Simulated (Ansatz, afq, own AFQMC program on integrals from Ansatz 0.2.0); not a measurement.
## NHO, triplet in cc-pVDZ, levels against CCSDT(Q)

```yaml
atoms:
  - { symbol: N, position_ang: [0.0000, -0.1325, 0.6568] }
  - { symbol: O, position_ang: [0.0000, 0.0740, -0.6571] }
  - { symbol: H, position_ang: [0.0000, 0.6672, 1.3029] }
```

Connectivity, by distances: NH–O.

Basis cc-pVDZ. Noble-gas cores (and the filled d shells of Ga–Kr and In–Xe) are frozen. Ansatz 0.2.0 and our own AFQMC program on the same integrals; the CISD trial comes from CCSD amplitudes, and released means the phaseless constraint is let go. Uncertainties: one standard error, sampling alone.

Determinant: UHF, the one that the program's search chose, which needn't be the lowest solution. The geometry is a point of a scan.

No full CI on the walks' own integrals is used here; CCSDT(Q) serves as the reference and is uncertain by about the last step of the cluster series.

Cautions: lower spins were not checked; higher spins were not checked; strong correlation (T1 0.060, weight of the determinant 0.82, largest double 0.11).

The T1 diagnostic is 0.0598. The weight of the determinant in the CISD state is 0.820 and the ⟨S²⟩ of the determinant is 2.021. The size of the correlated space is 12 electrons in 31 orbitals.

```tsv
level	correlation energy (eV)
MP2	-8.1913
CCSD	-9.0779
CCSD(T)	-9.3574
```

Problem. Estimate where AFQMC with the constraint released lies against CCSD(T) on the same integrals.

Solution. 6.8 ± 4.3 kJ/mol below CCSD(T). The gap is under twice the noise, so this walk alone can't tell the two apart.

Reference: CCSDT(Q), correlation energy -9.432 eV. The released energy is read at 2.40 1/Eh (meV from the phaseless value at times in 1/Eh: -5 ± 38 at 0.24, -30 ± 37 at 0.51, -89 ± 38 at 0.99, -111 ± 34 at 1.62, -62 ± 44 at 2.40).

| level | E − E(reference) (kJ/mol) | share of correlation (%) |
| --- | --- | --- |
| CCSD(T) | 7.2 | 99.20 |
| CCSDT | 4.3 | 99.53 |
| ph-AFQMC/CISD | 6.4 ± 2.4 | 99.30 |
| released AFQMC | 0.5 ± 4.3 | 99.95 |

A walk keeps the symmetry of its determinant, which the program's search chose and which needn't be the lowest solution, so a lower state of the same spin and another symmetry isn't excluded. Released energies are given only where the last usable release times agree within the noise; a slower fall can still hide under it.
